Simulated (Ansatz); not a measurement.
# NOSi: the cost of one run

Computed with Ansatz 0.2.0, Gaussian basis. Level: def2-QZVPP, all electrons in the functionals.

The runs, in order: PBE, BLYP, r2SCAN, B97M-V, PBE0, B3LYP, wB97M-V, at charge 0, doublet; charge 0, quartet; charge 1, singlet; charge 1, triplet.

2 further runs of the same task are left out: 2 set aside as unsound or not needed.

## 1. The system

The geometry is a PBE0/def2-TZVP stationary point (not a proven minimum).

3 atoms, charge 0, spin multiplicity 2.

Atoms are counted from 1 here; the program's logs count them from 0.

Bond lengths: N1–Si2 1.640 Å, Si2–O3 1.509 Å. Angles: N1–Si2–O3 180.0°.

No dispersion term is added; B97M-V, wB97M-V hold VV10 nonlocal correlation. B3LYP takes the VWN-RPA correlation.

The geometry shown and the zero of energy belong to the point charge 0, doublet. The yardstick, UCCSD(T), and other wave-function levels (R restricted, U unrestricted, valence and pair active spaces) come from earlier runs.

## 2. PBE, charge 0, doublet

File in.yaml:

```yaml
crystal:
  periodic: [false, false, false]
  atoms:
    - {symbol: N, position_ang: [0.000000, 0.000000, 1.596300]}
    - {symbol: Si, position_ang: [0.000000, 0.000000, -0.043500]}
    - {symbol: O, position_ang: [0.000000, 0.000000, -1.552800]}
basis:
  gaussian: {orbitals: "def2-QZVPP.json"}
magnetization: {spin_polarized: true, initial_magnetization: 1}
hamiltonian: {xc: {name: PBE}}
output: {orbitals: {seedname: orbitals}}
```

On the command line:

```bash
$ ansatz run in.yaml --threads 1 --pin off --events-out ev --progress --plain --max-ram 2393MiB
```

What time and memory should one allow on 1 thread of Arm Neoverse V2, shared host?

About 5.5 s, with a peak of 0.28 GiB.
